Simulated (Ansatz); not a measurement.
Coupled-cluster diagnostics for (H3Si)2S (Si2H6S), Ansatz.

Geometry of the singlet (PBE-D4/def2-TZVP):

Cartesian coordinates in Å:
```
Si 0.880 -1.180 0.678
H 0.173 -0.891 1.963
H 2.048 -0.254 0.554
H 1.348 -2.597 0.661
S -0.449 -0.972 -0.999
Si -0.911 1.114 -0.746
H 0.323 1.952 -0.848
H -1.553 1.364 0.581
H -1.858 1.464 -1.844
```

Correlated methods freeze 15 core orbitals.

Estimate the CCSD(T) correlation energy, the shares of MP2 and (T), T1 and the reference's ⟨S²⟩ for: charge 0, singlet, own geometry in def2-TZVPP; charge 1, doublet, vertical in def2-TZVPP; and the rough time on 2 threads of Arm Neoverse V2 on a shared host.


```tsv
state	basis	correlation (eV)	MP2 share (%)	(T) share (%)	T1	⟨S²⟩ (pure)	wall time
charge 0, singlet, own geometry	def2-TZVPP	-13.948	85.0	3.8	0.011	0.00 (0.00)	38 s
charge 1, doublet, vertical	def2-TZVPP	-12.947	82.6	3.6	0.020	0.76 (0.75)	11 min
```
Customary marks for T1 are 0.02 (closed shells), 0.045 (open shells) and about 0.05 (3d metals). T1 exceeds 0.02 in 1 of 2 rows and 0.045 in 0; the higher it lies, the less the single-reference result can be trusted.
